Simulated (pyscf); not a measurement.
# Routes from H₃Si–PH–PH₂

Candidate steps break at most two bonds and form at most two. Each was searched with GFN2-xTB (tblite) first. Structures and frequencies: ωB97X-D3(BJ)/def2-SVP in PySCF. Correlated levels are frozen-core, on RHF or UHF. ΔMP2 is the change of the MP2 total energy from the triple- to the quadruple-zeta basis. Energies: CCSD(T)/def2-TZVPP + ΔMP2(QZVPP), eV, from the reactant's lowest minimum found, singlet surface.

| products | type | ΔE‡ | ΔE | ΔG‡ 298 K | ΔG‡ 900 K | ν‡ (cm⁻¹) |
|---|---|---|---|---|---|---|
| HP=PH + SiH₄ | elimination | 2.55 | +1.18 | 2.52 | 2.65 | 762i |
| H₂Si=PH + PH₃ | elimination | 2.81 | +1.50 | 2.69 | 2.74 | 1379i |

Plain bond fissions and candidates not yet searched are not listed, and one of them may be faster. Each barrier is that of the saddle found; lower ones may exist. The CCSD(T) − MP2 part came from Ansatz, without density fitting, on the same reference.
